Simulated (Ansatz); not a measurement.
**[PH4]+ (SMILES [PH4+]): CCSDT(Q)/6-31G**

What is the energy change on altering one bond length of [PH4]+ at CCSDT(Q)/6-31G? 

Program for the calculation: Ansatz 0.2.0.

### Step 1. The structure to begin with

[PH4]+: 5 atoms, total charge +1, spin state singlet. As SMILES, `[PH4+]`. The shape is that of a GFN2-xTB optimisation.

Bond lengths: P1–H2 1.375 Å, P1–H3 1.375 Å, P1–H4 1.375 Å, P1–H5 1.375 Å. Angles: H2–P1–H3 109.5°, H2–P1–H4 109.5°, H2–P1–H5 109.5°, H3–P1–H4 109.5°, H3–P1–H5 109.5°, H4–P1–H5 109.5°.

### Step 2. The energy at CCSDT(Q)/6-31G

The input, run.yaml:

```yaml
crystal:
  periodic: [false, false, false]
  atoms:
    - {symbol: P, position_ang: [-0.000020, -0.000000, 0.000050]}
    - {symbol: H, position_ang: [1.357460, -0.061330, 0.210450]}
    - {symbol: H, position_ang: [-0.617320, -1.016050, 0.691010]}
    - {symbol: H, position_ang: [-0.261860, -0.133750, -1.343340]}
    - {symbol: H, position_ang: [-0.478250, 1.211140, 0.441830]}
basis:
  gaussian: {orbitals: 6-31G}
total_charge: 1
correlation: {method: ccsdt_q, frozen_orbitals: {H: 0, P: 5}}
accuracy: high
scf: {omitted_lower_state_checks: [cluster_reference, increment]}
```

On the command line:

```bash
$ ansatz run run.yaml --threads 1 --pin off --max-ram 2610MiB --events-out events.jsonl --progress --plain --runs-dir runs
```

The program printed, cut to the lines that bear on the results:

```text
Warning: RAYON_NUM_THREADS=1 ignored (pool sized by the plan → 1); use --threads N
Functional definition: HF
  name "HF"
[...]
478 factors; integrals over basis functions are off by at most 3.8e-9 eV
[...]
mean field -9325.23093475 eV, -342.6959159835 hartree, gradient 4.6e-9 eV, S^2 0.000000; 0 other end points of the search recorded, 0 dependent functions left out
5 core orbitals not correlated: weight in the atoms' cores, before any rotation towards them, 1.000 or more for the frozen orbitals, at most 0.000 for the correlated occupied ones
reference -9325.23093475 eV, -342.6959159835 hartree; 4, 4 occupied and 12, 12 virtual orbitals, 478 factors
second order -1.79499077 eV of doubles, -0.00000000 eV of singles
cycle   1  -2.22456296 eV  change   -4.3e-1 eV  update   5.0e-2
[...]
cycle  17  -2.45208442 eV  change  -7.5e-10 eV  update  3.0e-10
perturbative correction -0.00060056 eV, -0.0000220703 hartree
Total energy: -9327.68361973 eV, -342.7860504942 hartree
Checks for a lower state left out: cluster_reference, increment
```

Wall time 0.44 s (1 thread of AMD EPYC 7R43 (Zen 3), shared host).

### Step 3. The distorted shape at the same level

The input, molecule.yaml:

```yaml
crystal:
  periodic: [false, false, false]
  atoms:
    - {symbol: P, position_ang: [0.154283, 0.253976, -0.172665]}
    - {symbol: H, position_ang: [1.511763, 0.192646, 0.037735]}
    - {symbol: H, position_ang: [-0.617320, -1.016050, 0.691010]}
    - {symbol: H, position_ang: [-0.107557, 0.120226, -1.516055]}
    - {symbol: H, position_ang: [-0.323947, 1.465116, 0.269115]}
basis:
  gaussian:
    orbitals: 6-31G
total_charge: 1
correlation:
  method: ccsdt_q
  frozen_orbitals: {H: 0, P: 5}
accuracy: high
scf:
  omitted_lower_state_checks: [cluster_reference, increment]
```

On the command line:

```bash
$ ansatz run molecule.yaml --threads 1 --pin off --max-ram 2610MiB --events-out events.jsonl --progress --plain --runs-dir runs
```

The program printed, cut to the lines that bear on the results:

```text
Warning: RAYON_NUM_THREADS=1 ignored (pool sized by the plan → 1); use --threads N
Functional definition: HF
  name "HF"
[...]
476 factors; integrals over basis functions are off by at most 4.1e-9 eV
[...]
mean field -9324.43792023 eV, -342.6667732374 hartree, gradient 3.1e-8 eV, S^2 0.000000; 0 other end points of the search recorded, 0 dependent functions left out
5 core orbitals not correlated: weight in the atoms' cores, before any rotation towards them, 1.000 or more for the frozen orbitals, at most 0.000 for the correlated occupied ones
reference -9324.43792023 eV, -342.6667732374 hartree; 4, 4 occupied and 12, 12 virtual orbitals, 476 factors
second order -1.92785342 eV of doubles, -0.00000000 eV of singles
cycle   1  -2.39589741 eV  change   -4.7e-1 eV  update   5.8e-2
[...]
cycle  18  -2.67828115 eV  change  -9.2e-10 eV  update  4.3e-10
perturbative correction -0.00117201 eV, -0.0000430705 hartree
Total energy: -9327.11737339 eV, -342.7652413249 hartree
Checks for a lower state left out: cluster_reference, increment
```

It took 0.44 s on 1 thread of AMD EPYC 7R43 (Zen 3), shared host.

### Step 4. Summary of results

At CCSDT(Q)/6-31G, 5 core orbitals frozen:

| quantity | value |
| --- | --- |
| first shape: total energy | -342.78605 Eh |
| first shape: correlation energy (5 core orbitals frozen) | -90.1 mEh |
| first shape: T1 diagnostic | 0.004 |
| distorted shape: total energy | -342.76524 Eh |
| distorted shape: correlation energy (5 core orbitals frozen) | -98.5 mEh |
| distorted shape: T1 diagnostic | 0.006 |
| energy change with the P1–H3 bond stretched from 1.375 to 1.719 Å | 0.566 eV |

With the P1–H3 bond stretched from 1.375 to 1.719 Å the energy rises by 0.57 eV (54.6 kJ/mol). The first shape isn't relaxed at this level, so the change isn't measured from a minimum.
